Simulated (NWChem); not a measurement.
System: formamide (CH₃NO); SMILES O=CN

The following NWChem deck was run.

```
start job
memory heap 200 mb stack 900 mb global 1100 mb
geometry units angstroms noautoz
  N     -0.183819     1.072927     0.000000
  C      0.384396    -0.156690     0.000000
  O     -0.217014    -1.202339     0.000000
  H     -1.193699     1.149871     0.000000
  H      0.375045     1.913893     0.000000
  H      1.501969    -0.100331     0.000000
end
basis spherical
  N library 6-31g*
  C library 6-31g*
  O library 6-31g*
  H library 6-31g*
end
dft
  xc scan
  iterations 150
  mulliken
end
task dft energy
```

All runs use the structure optimised with PBE0/def2-SVP.

Give the results of this calculation. (SCAN/6-31G* (spherical d).) Quantities: energy (Ha); highest occupied level (eV); orbital gap (eV); dipole (D).


```json
{
  "energy (Ha)": "-169.81",
  "highest occupied level (eV)": "-5.89",
  "orbital gap (eV)": "6.16",
  "dipole (D)": "3.85"
}
```
